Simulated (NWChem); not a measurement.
System: fluoromethane (CH3F); SMILES CF

The following NWChem deck was run.

```
start job
memory heap 200 mb stack 900 mb global 1100 mb
geometry units angstroms
  C      0.000000     0.000000    -0.601791
  F      0.000000     0.000000     0.761623
  H      0.732586     0.732586    -0.979623
  H      0.268145    -1.000731    -0.979623
  H     -1.000731     0.268145    -0.979623
end
basis spherical
  * library def2-svp
end
dft
  xc slater vwn_5
  iterations 150
end
driver
  maxiter 120
end
task dft optimize
task dft freq
```

NWChem printed, in part:

```
             Northwest Computational Chemistry Package (NWChem) 7.3.0
             --------------------------------------------------------

 C3V symmetry detected

                             Geometry "geometry" -> ""
                             -------------------------

 Output coordinates in angstroms (scale by  1.889725989 to convert to a.u.)

  No.       Tag          Charge          X              Y              Z
 ---- ---------------- ---------- -------------- -------------- --------------
    1 C                    6.0000    -0.00000000    -0.00000000    -0.61873500
    2 F                    9.0000    -0.00000000     0.00000000     0.74467900
    3 H                    1.0000     0.73258595     0.73258595    -0.99656700
    4 H                    1.0000     0.26814507    -1.00073102    -0.99656700
    5 H                    1.0000    -1.00073102     0.26814507    -0.99656700

 Effective nuclear repulsion energy (a.u.)      37.5326405142

      Symmetry information
      --------------------

 Group name             C3v
 Group number             17
 Group order               6
 No. of unique centers     3

                                Z-matrix (autoz)
                                --------

 Units are Angstrom for bonds and degrees for angles

      Type          Name      I     J     K     L     M      Value
      ----------- --------  ----- ----- ----- ----- ----- ----------
    1 Stretch                  1     2                       1.36341
    2 Stretch                  1     3                       1.10278
    3 Stretch                  1     4                       1.10278
    4 Stretch                  1     5                       1.10278
    5 Bend                     2     1     3               110.03646
    6 Bend                     2     1     4               110.03646
    7 Bend                     2     1     5               110.03646
    8 Bend                     3     1     4               108.90011
    9 Bend                     3     1     5               108.90011
   10 Bend                     4     1     5               108.90011

                           NWChem Geometry Optimization
                           ----------------------------

 maximum gradient threshold         (gmax) =   0.000450
 rms gradient threshold             (grms) =   0.000300
 maximum cartesian step threshold   (xmax) =   0.001800
 rms cartesian step threshold       (xrms) =   0.001200
 fixed trust radius                (trust) =   0.300000
 source of zmatrix                         =   autoz

          -------------------
          Energy Minimization
          -------------------

 Using diagonal initial Hessian
 Scaling for Hessian diagonals: bonds = 1.00  angles = 0.25  torsions = 0.10

          --------
          Step   0

                                 NWChem DFT Module
                                 -----------------

 Summary of "ao basis" -> "ao basis" (spherical)
 ------------------------------------------------------------------------------
       Tag                 Description            Shells   Functions and Types
 ---------------- ------------------------------  ------  ---------------------
 C                          def2-svp                 6       14   3s2p1d
 F                          def2-svp                 6       14   3s2p1d
 H                          def2-svp                 3        5   2s1p

      Symmetry analysis of basis
      --------------------------

        a1         16
        a2          1
        e          26

  Rotation of axis

            General Information
            -------------------
          SCF calculation type: DFT
          Wavefunction type:  closed shell.
          No. of atoms     :     5
          No. of electrons :    18
           Alpha electrons :     9
            Beta electrons :     9
          Charge           :     0
          Spin multiplicity:     1
          Use of symmetry is: on ; symmetry adaption is: on
          Maximum number of iterations: 150
          AO basis - number of functions:    43
                     number of shells:    21
          Convergence on energy requested:  1.00D-06
          Convergence on density requested:  1.00D-05
          Convergence on gradient requested:  5.00D-04

              XC Information
              --------------
                        Slater Exchange Functional  1.000 local
                      VWN V Correlation Functional  1.000 local

[...]

      ----------------------
      Optimization converged
      ----------------------

  Step       Energy      Delta E   Gmax     Grms     Xrms     Xmax
  ---- ---------------- -------- -------- -------- -------- --------
@    3    -138.60295214 -1.1D-07  0.00006  0.00002  0.00026  0.00072
                                     ok       ok       ok       ok

                                Z-matrix (autoz)
                                --------

 Units are Angstrom for bonds and degrees for angles

      Type          Name      I     J     K     L     M      Value     Gradient
      ----------- --------  ----- ----- ----- ----- ----- ---------- ----------
    1 Stretch                  1     2                       1.35456    0.00006
    2 Stretch                  1     3                       1.11540    0.00001
    3 Stretch                  1     4                       1.11540    0.00001
    4 Stretch                  1     5                       1.11540    0.00001
    5 Bend                     2     1     3               110.70343    0.00001
    6 Bend                     2     1     4               110.70343    0.00001
    7 Bend                     2     1     5               110.70343    0.00001
    8 Bend                     3     1     4               108.21139   -0.00001
    9 Bend                     3     1     5               108.21139   -0.00001
   10 Bend                     4     1     5               108.21139   -0.00001

                         Geometry "geometry" -> "geometry"
                         ---------------------------------

 Output coordinates in angstroms (scale by  1.889725989 to convert to a.u.)

  No.       Tag          Charge          X              Y              Z
 ---- ---------------- ---------- -------------- -------------- --------------
    1 C                    6.0000     0.00000000     0.00000000    -0.60706714
    2 F                    9.0000     0.00000000     0.00000000     0.74749473
    3 H                    1.0000     0.73777322     0.73777322    -1.00139487
    4 H                    1.0000     0.27004374    -1.00781696    -1.00139487
    5 H                    1.0000    -1.00781696     0.27004374    -1.00139487

 Effective nuclear repulsion energy (a.u.)      37.5299271870

      Symmetry information
      --------------------

 Group name             C3v
 Group number             17
 Group order               6
 No. of unique centers     3

                Final and change from initial internal coordinates
                --------------------------------------------------

                                Z-matrix (autoz)
                                --------

 Units are Angstrom for bonds and degrees for angles

[...]

 Rotational Constants
 --------------------
 A=   5.121745 cm-1  (  7.368884 K)
 B=   0.874782 cm-1  (  1.258587 K)
 C=   0.874782 cm-1  (  1.258587 K)

 Temperature                      =   298.15K
 frequency scaling parameter      =   1.0000

 Zero-Point correction to Energy  =   23.745 kcal/mol  (  0.037840 au)
 Thermal correction to Energy     =   25.574 kcal/mol  (  0.040754 au)
 Thermal correction to Enthalpy   =   26.166 kcal/mol  (  0.041698 au)

 Total Entropy                    =   53.162 cal/mol-K
   - Translational                =   36.488 cal/mol-K (mol. weight =  34.0219)
   - Rotational                   =   16.470 cal/mol-K (symmetry #  =        3)
   - Vibrational                  =    0.205 cal/mol-K

 Cv (constant volume heat capacity) =    6.989 cal/mol-K
   - Translational                  =    2.979 cal/mol-K
   - Rotational                     =    2.979 cal/mol-K
   - Vibrational                    =    1.030 cal/mol-K

[normal modes left out]

 ----------------------------------------------------------------------------
 Normal Eigenvalue ||           Projected Infra Red Intensities
  Mode   [cm**-1]  || [atomic units] [(debye/angs)**2] [(KM/mol)] [arbitrary]
 ------ ---------- || -------------- ----------------- ---------- -----------
    1       -0.000 ||    0.003263           0.075         3.181       2.150
    2       -0.000 ||    0.002637           0.061         2.571       1.738
    3       -0.000 ||    0.002400           0.055         2.340       1.582
    4       -0.000 ||    0.002407           0.056         2.346       1.586
    5        0.000 ||    0.000005           0.000         0.005       0.004
    6        0.000 ||    0.000606           0.014         0.591       0.400
    7     1149.536 ||    0.099166           2.288        96.672      65.353
    8     1152.235 ||    0.000031           0.001         0.030       0.020
    9     1152.237 ||    0.000031           0.001         0.030       0.020
   10     1392.014 ||    0.004125           0.095         4.021       2.718
   11     1392.015 ||    0.004125           0.095         4.021       2.718
   12     1429.623 ||    0.006271           0.145         6.113       4.132
   13     2922.460 ||    0.033556           0.774        32.712      22.114
   14     3013.790 ||    0.034494           0.796        33.627      22.732
   15     3013.790 ||    0.034494           0.796        33.627      22.732
 ----------------------------------------------------------------------------
```

Level: LDA (Slater exchange, VWN5)/def2-SVP.
